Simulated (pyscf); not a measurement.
Single points on ωB97X-D3(BJ)/def2-SVP structures (PySCF, gas phase).

Question: F–N(F)–F + germane (GeH₄) -> F–GeH₃ + F–NH–F
Surface: singlet. Broken: F–N, Ge–H. Formed: F–Ge, H–N. Give ΔE‡ and ΔE from ωB97M-D3(BJ)/def2-TZVP, relative to the separated reactants.

Answer: ΔE‡ = 301.8 kJ/mol, ΔE = -243.7 kJ/mol. Zero-point energy shifts the barrier by -4.6 kJ/mol. It is a four-centre exchange, with an imaginary mode of 774i cm⁻¹. On the product side the descent ends in a complex (not fully relaxed), 24.9 kJ/mol under the separated species and 577.6 kJ/mol under the saddle at ωB97X-D3(BJ)/def2-TZVP. At ωB97X-D3(BJ) the barrier from the zero used here is 310.7 kJ/mol. The same reactants have a lower exit, to F• + F–N•–F + GeH₄ (no saddle counted: cutting one bond costs +246.8 kJ/mol at ωB97M-D3(BJ), against +301.8 kJ/mol here). This is the saddle that the search found; another between the same sides may lie lower. A restricted solution here is unstable towards spin polarisation, so biradical character is likely and single-reference numbers are less safe. Elements up to Kr have no core potential and no relativistic terms here.
